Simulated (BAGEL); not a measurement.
# C2F3N (cyanotrifluoromethane) at HF/6-31G(d) (density fitting with qzvpp-jkfit, spherical functions)

What is the vertical ionisation energy of C2F3N (cyanotrifluoromethane) at HF/6-31G* (density fitting with qzvpp-jkfit, spherical functions)? 

Program for the calculation: BAGEL 1.2.2.

3 further runs of the same task are left out: 2 that didn't finish, 1 set aside as unsound or not needed.

## (1) The structure to begin with

C2F3N has 6 atoms, charge 0, and is taken as a singlet. As SMILES, `N#CC(F)(F)F`. Geometry: relaxed at PBE0-D4/def2-TZVP.

Bond lengths: N1–C2 1.146 Å, C2–C3 1.481 Å, C3–F4 1.326 Å, C3–F5 1.326 Å, C3–F6 1.326 Å. Angles: N1–C2–C3 180.0°, C2–C3–F4 110.1°, C2–C3–F5 110.1°, C2–C3–F6 110.1°, F4–C3–F5 108.8°, F4–C3–F6 108.8°, F5–C3–F6 108.8°.

## (2) A single-point energy at HF/6-31G(d) (density fitting with qzvpp-jkfit, spherical functions)

File calc.json:

```json
{ "bagel": [

{
  "title": "molecule",
  "basis": "6-31gs.json",
  "df_basis": "qzvpp-jkfit",
  "angstrom": true,
  "geometry": [
    { "atom": "N", "xyz": [       1.022100,      -1.705100,       0.893500 ] },
    { "atom": "C", "xyz": [       0.486200,      -0.810600,       0.417800 ] },
    { "atom": "C", "xyz": [      -0.206400,       0.345600,      -0.197200 ] },
    { "atom": "F", "xyz": [      -1.316000,      -0.055800,      -0.802300 ] },
    { "atom": "F", "xyz": [       0.581500,       0.927000,      -1.091500 ] },
    { "atom": "F", "xyz": [      -0.525200,       1.234800,       0.733600 ] }
  ]
},

{ "title": "hf" },

{ "title": "print", "file": "orbitals.molden", "orbitals": true }

]}
```

The basis set 6-31G* is read from a file made from the Basis Set Exchange's data (not shown).

Run with:

```sh
$ BAGEL_NUM_THREADS=1 BAGEL calc.json > calc.out
```

The log of the run:

```text
* using 1 threads per process

  ===============================================================
  ===============================================================

  *** Geometry ***

  { "atom" : "N", "xyz" : [      1.931489,     -3.222172,      1.688470 ] },
  { "atom" : "C", "xyz" : [      0.918785,     -1.531812,      0.789528 ] },
  { "atom" : "C", "xyz" : [     -0.390039,      0.653089,     -0.372654 ] },
  { "atom" : "F", "xyz" : [     -2.486880,     -0.105447,     -1.516127 ] },
  { "atom" : "F", "xyz" : [      1.098876,      1.751776,     -2.062636 ] },
  { "atom" : "F", "xyz" : [     -0.992484,      2.333434,      1.386303 ] },

  Number of auxiliary basis functions:      458

  Since a DF basis is specified, we compute 2- and 3-index integrals:
    o Being stored without compression. Storage requirement is 0.026 GB

  Number of basis functions:       84
  Number of electrons      :       46

    * METHOD: MOLECULE                             0.21

  *** RHF ***

  === Nuclear Repulsion ===
   232.2706488272

      * DIIS with orbital gradients will be used.

  === RHF iteration (6-31gs.json) ===
      0       -428.08174993          0.03090479           0.06
      1       -428.21429287          0.02707616           0.06
      2       -428.47154703          0.00255144           0.06
      3       -428.47477973          0.00137369           0.06
      4       -428.47575998          0.00017081           0.06
      5       -428.47579154          0.00006451           0.06
      6       -428.47579491          0.00001784           0.06
      7       -428.47579517          0.00000243           0.06
      8       -428.47579518          0.00000058           0.06
      9       -428.47579518          0.00000018           0.06
     10       -428.47579518          0.00000005           0.06
     11       -428.47579518          0.00000003           0.06
     12       -428.47579518          0.00000001           0.06
    * SCF iteration converged.

    * Permanent dipole moment:
           (    0.251513,    -0.419754,     0.223369) a.u.

    * METHOD: HF                                   0.89

    * METHOD: PRINT                                0.02

  ===============================================================
```

It took 1.3 s on 1 thread of Arm Neoverse V1, shared host; peak memory 0.11 GiB.

## (3) The doublet cation, same level

File input.json:

```json
{ "bagel": [

{
  "title": "molecule",
  "basis": "6-31gs.json",
  "df_basis": "qzvpp-jkfit",
  "angstrom": true,
  "geometry": [
    { "atom": "N", "xyz": [    1.022100,   -1.705100,    0.893500 ] },
    { "atom": "C", "xyz": [    0.486200,   -0.810600,    0.417800 ] },
    { "atom": "C", "xyz": [   -0.206400,    0.345600,   -0.197200 ] },
    { "atom": "F", "xyz": [   -1.316000,   -0.055800,   -0.802300 ] },
    { "atom": "F", "xyz": [    0.581500,    0.927000,   -1.091500 ] },
    { "atom": "F", "xyz": [   -0.525200,    1.234800,    0.733600 ] }
  ]
},
{ "title": "uhf", "charge": 1, "nopen": 1 },
{ "title": "print", "file": "orbitals.molden", "orbitals": true }

]}
```

The basis set 6-31G* is read from a file made from the Basis Set Exchange's data (not shown).

Run with:

```sh
$ BAGEL_NUM_THREADS=1 BAGEL input.json > input.out
```

The log of the run:

```text
* using 1 threads per process

  ===============================================================
  ===============================================================

  *** Geometry ***

  { "atom" : "N", "xyz" : [      1.931489,     -3.222172,      1.688470 ] },
  { "atom" : "C", "xyz" : [      0.918785,     -1.531812,      0.789528 ] },
  { "atom" : "C", "xyz" : [     -0.390039,      0.653089,     -0.372654 ] },
  { "atom" : "F", "xyz" : [     -2.486880,     -0.105447,     -1.516127 ] },
  { "atom" : "F", "xyz" : [      1.098876,      1.751776,     -2.062636 ] },
  { "atom" : "F", "xyz" : [     -0.992484,      2.333434,      1.386303 ] },

  Number of auxiliary basis functions:      458

  Since a DF basis is specified, we compute 2- and 3-index integrals:
    o Being stored without compression. Storage requirement is 0.026 GB

  Number of basis functions:       84
  Number of electrons      :       46

    * METHOD: MOLECULE                             0.21

  *** Open-shell HF ***

  === Nuclear Repulsion ===
   232.2706488272

      * DIIS with orbital gradients will be used.

  === UHF iteration (6-31gs.json) ===
      0       -427.52880533          0.06203704           0.11
      1       -427.64121651          0.05985907           0.11
      2       -427.68018595          0.05335955           0.11
      3       -427.96873038          0.00676732           0.11
      4       -427.98004475          0.00282985           0.11
      5       -427.98715699          0.00128278           0.11
      6       -427.99069236          0.00061825           0.11
      7       -427.99300219          0.00035087           0.12
      8       -427.99493722          0.00022351           0.11
      9       -427.99657076          0.00019657           0.11
     10       -427.99751161          0.00015614           0.11
     11       -427.99817490          0.00008823           0.11
     12       -427.99814198          0.00004993           0.11
     13       -427.99817724          0.00003862           0.11
     14       -427.99817955          0.00001559           0.11
     15       -427.99818141          0.00000529           0.11
     16       -427.99818145          0.00000170           0.11
     17       -427.99818148          0.00000122           0.11
     18       -427.99818148          0.00000094           0.11
     19       -427.99818147          0.00000061           0.11
     20       -427.99818148          0.00000048           0.11
     21       -427.99818148          0.00000031           0.11
     22       -427.99818148          0.00000009           0.11
     23       -427.99818148          0.00000005           0.11
     24       -427.99818148          0.00000002           0.11
     25       -427.99818148          0.00000002           0.11
     26       -427.99818148          0.00000001           0.11
     27       -427.99818148          0.00000001           0.11
    * SCF iteration converged.

    * S^2 (UHF) is 1.1076

    * Permanent dipole moment:
           (   -1.330059,     2.220351,    -1.180834) a.u.

    * METHOD: UHF                                  3.28

    * METHOD: PRINT                                0.02

  ===============================================================
```

Run time: 3.9 s. Hardware: 1 thread of Arm Neoverse V1, shared host; peak memory 0.11 GiB.

## (4) Outcome

Level: HF/6-31G* (density fitting with qzvpp-jkfit, spherical functions).

| quantity | value |
| --- | --- |
| singlet C2F3N: total energy | -428.47580 Eh |
| singlet C2F3N: dipole moment | 1.37 D |
| singlet C2F3N: HOMO energy | -14.31 eV |
| singlet C2F3N: LUMO energy | 3.98 eV |
| singlet C2F3N: HOMO–LUMO gap | 18.29 eV |
| doublet cation: total energy | -427.99818 Eh |
| doublet cation: ⟨S²⟩ | 1.108 |
| vertical ionisation energy (to the doublet cation) | 12.997 eV |

**Reading.** The vertical ionisation energy comes to 13.00 eV (300 kcal/mol). The negative HOMO energy of the first species, 14.31 eV, lies 1.31 eV above that difference. ⟨S²⟩ (doublet cation) is 1.11 where a pure doublet has 0.75: the reference is spin-contaminated.
